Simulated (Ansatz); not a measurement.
AsH$_{4}$⁺: how the As–H bond energy moves with the basis

AsH4⁺, singlet; coordinates (Å): As 0.000 0.000 0.000; H 0.859 0.862 0.860; H -0.863 -0.858 0.861; H -0.858 0.859 -0.864; H 0.862 -0.863 -0.857. Quantity: As–H bond energy, to AsH3⁺ (doublet) + H.

Ansatz 0.2.0, basis 6-31G or cc-pVTZ; geometries are PBE0/def2-TZVP minima. Wave-function levels freeze the cores with the filled d shells of p-block atoms; HF, MP2 and coupled cluster are restricted for singlets and unrestricted otherwise, atoms included (their steps beyond CCSDT(Q) come from restricted open-shell runs), restricted open-shell where a d shell is frozen, Kohn–Sham unrestricted where that lies lower. NEVPT2 stands on CASSCF in the full valence space. The reference is CCSDT(Q) or full CI (coupled cluster only where its series has nearly closed). Semilocal and hybrid functionals correlate all electrons outside any core potential and usually lie nearer their basis limit than the reference, so part of their error here is the reference's basis and frozen-core error; RPA and the MP2 part of double hybrids freeze the same cores as the reference. None of these values is a measured one. Energies are electronic, without zero-point terms. No spin–orbit coupling and no scalar relativity. The species are chosen: bound, without strong static correlation by their natural occupations or amplitudes, in their lowest spin state as far as vertical gaps and like structures tell, and with a ladder that closes on the reference, so errors are smaller than for species at large; levels whose determinant breaks symmetry or spin markedly are left out.

```csv
level,6-31G (kcal/mol),cc-pVTZ (kcal/mol)
reference,80.9 (full CI),95.0 (CCSDT(Q))
CCSD,80.9,94.6
CCSD(T),81.0,95.0
CCSDT,80.9,95.0
NEVPT2,80.8,92.1
PBE,92.0,93.4
wB97M-V,93.0,95.0
B2PLYP,88.3,94.8
```

From 6-31G to cc-pVTZ the reference moves by 14.1 kcal/mol and PBE by 1.4; the step from CCSD(T) to the reference is 0.0 in the first and 0.0 in the last.
